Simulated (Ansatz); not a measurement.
The input, for Ansatz 0.2.0:

```yaml
crystal:
  periodic: [false, false, false]
  atoms:
    - {symbol: Al, position_ang: [0.000487, 0.005213, 0.659235]}
    - {symbol: O, position_ang: [-0.000346, -0.010930, -1.098452]}
    - {symbol: H, position_ang: [0.047618, -1.573718, -0.120363]}
    - {symbol: H, position_ang: [-0.055159, 1.607664, -0.090561]}
basis:
  gaussian: {orbitals: cc-pVDZ}
magnetization: {spin_polarized: true, initial_magnetization: 3}
hamiltonian: {xc: {name: r2SCAN}}
output: {forces: true}
```

```sh
$ ansatz run in.yaml --threads 1 --pin off --events-out ev --progress --plain --max-ram 2393MiB
```

Output:

```
504 factors; their error is unknown
mean field evaluation 1: about -8664.5204 eV, gradient 3.3e1 eV
mean field evaluation 2: about -8561.0689 eV, gradient 1.1e2 eV
mean field evaluation 4: about -8668.7961 eV, gradient 8.8e0 eV
mean field evaluation 8: about -8669.2058 eV, gradient 1.2e-1 eV
mean field evaluation 16: about -8669.1759 eV, gradient 1.2e-4 eV
mean field -8669.17591985 eV, -318.5863388759 hartree, gradient 5.3e-5 eV, S^2 3.774239; 3 other end points of the search recorded, 0 dependent functions left out
the calculation of the forces begins
reference -8669.17593369 eV, -318.5863393844 hartree; 13, 10 occupied and 29, 32 virtual orbitals, 504 factors
Total energy: -8669.17593369 eV, -318.5863393844 hartree
Atom 0 at     0.000487     0.005213     0.659235 Å, force     0.003116     0.016208     0.609992 eV/Å
Atom 1 at    -0.000346    -0.010930    -1.098452 Å, force    -0.001481     0.111912    -0.673378 eV/Å
Atom 2 at     0.047618    -1.573718    -0.120363 Å, force     0.008889    -0.368882     0.063523 eV/Å
Atom 3 at    -0.055159     1.607664    -0.090561 Å, force    -0.010524     0.240762    -0.000137 eV/Å
Dipole moment:     0.000510     0.005008     0.466811 e Å
```

Forces (eV/Å):
```
Al   0.003  0.016  0.610
O   -0.001  0.112 -0.673
H    0.009 -0.369  0.064
H   -0.011  0.241  0.000
```

Ran on 1 thread of Arm Neoverse V2, shared host: 3.2 s wall, 0.12 GiB peak host memory.
